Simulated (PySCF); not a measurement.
# Gas-phase acidity of disulfane

Molecule: disulfane, `SS` (H2S2). Optimised structure (Å), atoms numbered from 1:
```
S    -0.9086    0.4588    0.4944
S     0.9080    0.4826   -0.5148
H    -1.5334   -0.4834   -0.2521
H     1.5545   -0.4482    0.2275
```

These are calculated values, PBE0-D3(BJ)/ma-def2-TZVP in PySCF (grid level 2) at geometries from PBE0-D3(BJ)/ma-def2-SVP. Zero-point and thermal terms (298.15 K, 1 bar) come from unscaled PBE0-D3(BJ)/ma-def2-SVP harmonic frequencies, with soft modes damped to free rotors in the entropy.

| site | product | ΔH(acid) / kJ/mol | ΔG(acid) / kJ/mol |
| --- | --- | --- | --- |
| S1 (thiol sulfur) | `[S-]S` | 1440 | 1408 |

ΔH and ΔG refer to AH → A⁻ + H⁺ in the gas phase.

Vertical detachment energies of the anions: `[S-]S` 1.94 eV.

Run with `OMP_NUM_THREADS=1 python redox_run.py task.json out` on 1 thread of Arm Neoverse V2, a shared host. Structures, frequencies and single points: 19 s of wall time.
